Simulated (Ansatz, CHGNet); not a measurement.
For diamond-structure Si, the machine-learned potential CHGNet-r²SCAN (trained on r²SCAN data) gives:

```
Quantity                     Result
-------------------------  --------
elastic constant C11       95.3 GPa
elastic constant C44       23.0 GPa
polycrystal shear modulus  17.7 GPa
```

What does r²SCAN0 in Ansatz (PAW) give for the same quantities?


- elastic constant C11: 178 GPa (increases by 87 %)
- elastic constant C44: 85.8 GPa (increases by 270 %)
- Voigt–Reuss–Hill shear modulus: 72.4 GPa (rises by 310 %)

For comparison: elastic constant C11 168 GPa (measured, low temperature, not corrected to a static lattice; as tabulated in Tanner et al. (2021), arXiv:2110.11888); elastic constant C44 80.2 GPa (measured, low temperature, not corrected to a static lattice; as tabulated in Tanner et al. (2021), arXiv:2110.11888).

Changes are worked out from the printed values.

Unless a cell is named, each level is at its own relaxed cell (CHGNet-r²SCAN 20.14, r²SCAN0 19.97 Å³/atom).

Ansatz's density-functional and Hartree–Fock values are scalar-relativistic unless marked +SOC, with PAW data made under PBE.

Ansatz is a first-principles code.
